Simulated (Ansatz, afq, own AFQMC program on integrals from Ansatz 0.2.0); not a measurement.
**Where AFQMC and coupled cluster stand for CHSi, doublet**

```json
{"atom": "Si", "x (Å)": "0.0000", "y (Å)": "0.0000", "z (Å)": "0.0288"}
{"atom": "C", "x (Å)": "0.0000", "y (Å)": "0.0000", "z (Å)": "-1.5572"}
{"atom": "H", "x (Å)": "0.0000", "y (Å)": "0.0000", "z (Å)": "1.5284"}
```

Connectivity, by distances: SiH–C.

Basis 6-31G. Noble-gas cores (and the filled d shells of Ga–Kr and In–Xe) are frozen. Ansatz 0.2.0 and our own AFQMC program on the same integrals; the CISD trial comes from CCSD amplitudes, and released means the phaseless constraint is let go. Uncertainties: one standard error, sampling alone.

Determinant: ROHF, the one that the program's search chose, which needn't be the lowest solution. The geometry is a point of a scan.

Full CI on the same integrals is exact in this basis and with this determinant's frozen core.

Cautions: a spin-contaminated unrestricted determinant lies lower (UHF 1.27 eV lower, ⟨S²⟩ 1.85); strong correlation (T1 0.044, weight of the determinant 0.81, largest double 0.15); the released energies are still falling, so no released level is given (meV from the phaseless value at times in 1/Eh: -13.7 ± 2.3 at 0.24, -24.0 ± 2.2 at 0.51, -38.4 ± 1.5 at 0.99, 593 ± 642 at 1.62, -39 ± 13 at 2.40).

* T1 diagnostic: 0.0444
* weight of the determinant in the CISD state: 0.812
* size of the correlated space: 9 electrons in 18 orbitals

Reference: full CI, correlation energy -5.111 eV.

```tsv
level	E − E(reference) (meV)	share of correlation (%)
HF	5111.0	0.00
MP2	857.2	83.23
CCSD	241.4	95.28
CCSD(T)	51.1	99.00
CCSDT	36.6	99.28
CCSDT(Q)	-4.1	100.08
CCSDTQ	5.4	99.90
ph-AFQMC/CISD	79.9 ± 2.8	98.44
```

CCSDT and higher add their correlation energy to the determinant of the CCSD(T) run, since their own runs factorise the integrals more tightly (a shift of under 2 meV). A walk keeps the symmetry of its determinant, which the program's search chose and which needn't be the lowest solution, so a lower state of the same spin and another symmetry isn't excluded.
